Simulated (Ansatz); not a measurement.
Results of PBEsol in Ansatz (PAW) for antifluorite Mg2Sn.

Numerical settings: plane-wave cutoff 520 eV, 20×20×20 k mesh, Fermi–Dirac smearing 0.05 eV, scalar-relativistic PAW data made under PBE.

Computed at the level's own relaxed cell.

**Question.** Give the computed Voigt–Reuss–Hill bulk modulus, elastic constant C11, elastic constant C44 and elastic constant C12.

**Answer.** 
- Voigt–Reuss–Hill bulk modulus: 43.6 GPa
- elastic constant C11: 76.2 GPa
- elastic constant C44: 32.4 GPa
- elastic constant C12: 27.3 GPa

Note: the solid has no gap at this level, which affects its response.

Elastic constants are with the ions relaxed.

Spin–orbit coupling is not included.

Ansatz is an electronic-structure program.
